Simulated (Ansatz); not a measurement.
Calculated with Ansatz (gas phase, PBE0-D4/def2-TZVP geometries, no zero-point term in ΔE). CCSD(T)/CBS adds triple-zeta CCSD(T) − MP2 to the extrapolated MP2 energy (def2 sets, frozen cores). This one scheme is used for every species. DFT in def2-TZVPP. One conformer a species, not always the lowest.

Reaction (hydrogenolysis of the Si–S bond): `[SiH3][SiH2]S` + H₂ → `[SiH3][SiH3]` + H₂S

CCSD(T)/CBS gives +0.36 eV.

(1) Another level gave +0.31 eV. Which?
A. revPBE/def2-TZVPP
B. HF/def2-TZVPP
C. PBE-D4/def2-TZVPP
D. BHLYP/def2-TZVPP

Largest T1 diagnostic among the species: 0.013.

## Answers

(1) A. revPBE 0.31, BHLYP 0.21, PBE-D4 0.39, HF/def2-TZVPP 0.12 eV.

At CCSD(T), def2-SVP lies −0.21 eV from the extrapolated value and def2-TZVPP −0.06 eV. Leaving LDA and LC-ωPBE aside and taking each functional with its dispersion term where it has one, the values, not all of them listed here, spread over 0.16 eV, from CAM-B3LYP-D4 to revPBE-D4. In def2-TZVPP, CCSD(T) changes the Hartree–Fock value by +0.17 eV (the triples alone add +0.05 eV) and MP2 by +0.28 eV.
